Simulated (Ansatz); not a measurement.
A nudged elastic band was laid between two geometries of H$_{5}$OSSi (8 atoms, charge 1, multiplicity 1).

These are results of RKS PBE-D4/def2-SVPD (Ansatz 0.2.0), not measurements.

```json
{
  "movable images": "5",
  "climbing image": "yes",
  "spring": "5.0 eV/Å²",
  "optimiser": "quadratic models (default)",
  "start path": "IDPP",
  "force threshold": "0.05 eV/Å",
  "iteration limit": "60",
  "end points": "relaxed"
}
```

Image 0:

```xyz
8
Properties=species:S:1:pos:R:3
Si -0.784 1.048 -0.523
O 0.169 0.000 0.613
S 0.868 -1.380 0.168
H -1.871 0.166 -1.041
H 0.192 1.468 -1.570
H -1.202 2.102 0.438
H 2.136 -1.204 0.696
H 0.492 -2.200 1.220
```

Image 6:

```xyz
8
Properties=species:S:1:pos:R:3
Si -0.683 0.948 -0.345
O 0.191 0.162 1.025
S 1.020 -1.205 0.975
H -1.657 -0.097 -0.787
H 0.392 1.201 -1.353
H -1.252 2.141 0.332
H 1.818 -1.068 -0.155
H 0.172 -2.082 0.308
```

(1) Which bonds break or form, and what moves?

(2) Give the energies along the band, and the barrier.

(3) What is the geometry of the highest image?

(4) What are the harmonic wavenumbers there?

## Answers

(1) No bond is made or broken. The height of S3 over the plane of its neighbours goes from 0.72 to -0.68 Å.

(2) The forces met the threshold. The highest image is number 3 of 0 to 6, 1.58 eV above the ends, which have the same energy within 2 meV. A vibrational analysis at the climbing image gives one clearly imaginary mode, 1103i cm⁻¹: a first-order saddle point. Limits of this set-up: the dipole of an ion depends on the origin.

```csv
image,path coordinate (Å),energy (eV),height of S3 over the plane of its neighbours (Å)
0,0.00,0.00,0.72
1,0.39,0.06,0.68
2,0.77,0.61,0.44
3,1.16,1.58,0.02
4,1.55,0.55,-0.41
5,1.93,0.03,-0.66
6,2.32,0.00,-0.68
```

(3) 
```xyz
8
Properties=species:S:1:pos:R:3
Si -0.762 1.011 -0.495
O 0.126 0.204 0.889
S 0.905 -1.171 0.653
H -1.756 -0.009 -0.939
H 0.303 1.292 -1.502
H -1.302 2.186 0.240
H 2.219 -1.157 0.297
H 0.266 -2.356 0.856
```

(4) 1103i, 108, 192, 220, 529, 644, 646, 702, 862, 883, 899, 922, 1087, 2210, 2249, 2271, 2564, 2642 cm⁻¹.

Time of the run: 58 s on 2 threads of Arm Neoverse V1, on a shared host, peak memory 0.14 GiB.
